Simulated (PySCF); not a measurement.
# H3SO: from structure and modes to constants

All numbers come from PySCF, UPBE0, basis S def2-TZVP, O def2-TZVP, H def2-TZVP (no relativity, density fitting).

The doublet minimum has Cs symmetry. Masses (u): S 31.97207, O 15.99492, H 1.00782.

```xyz
5
charge 0 multiplicity 2, angstrom
S     0.0000    0.4240    0.0408
O     0.0000   -1.0570   -0.1890
H     0.0000    1.9634   -0.1367
H     0.9978    0.6815    0.9281
H    -0.9978    0.6815    0.9281
```

Harmonic wavenumbers (cm⁻¹): 586.0 (a'', ×1), 731.7 (a', ×1), 1007.1 (a', ×1), 1045.4 (a', ×1), 1220.9 (a', ×1), 1232.8 (a'', ×1), 1372.4 (a', ×1), 2538.8 (a', ×1), 2545.2 (a'', ×1).

(1) Find the principal moments of inertia and the rotational constants. What kind of rotor is it?

(2) Find the vibrational entropy and heat capacity at 298.15 K.

Answers

(1) About the centre of mass I = 3.5466, 30.819, 31.286 u Å². With B = 16.8576/I this gives 4.753, 0.547, 0.5388 cm⁻¹. The molecule is an asymmetric top with κ = -1.00.

(2) With u = 1.43878 ω/T, each mode gives S = R[u/(eᵘ−1) − ln(1−e⁻ᵘ)] and C = R u² eᵘ/(eᵘ−1)².
```tsv
ω (cm⁻¹)	u	S (J/(mol K))	C (J/(mol K))
586.0	2.828	1.99	4.44
731.7	3.531	1.13	3.22
1007.1	4.860	0.38	1.55
1045.4	5.045	0.33	1.38
1220.9	5.892	0.16	0.80
1232.8	5.949	0.15	0.77
1372.4	6.623	0.08	0.49
2538.8	12.252	0.00	0.01
2545.2	12.282	0.00	0.01
```
The sums over all modes are S = 4.2 and C = 12.7 J/(mol K); the softest mode gives 47 % of the entropy.

Other isomers or separated fragments may lie lower.
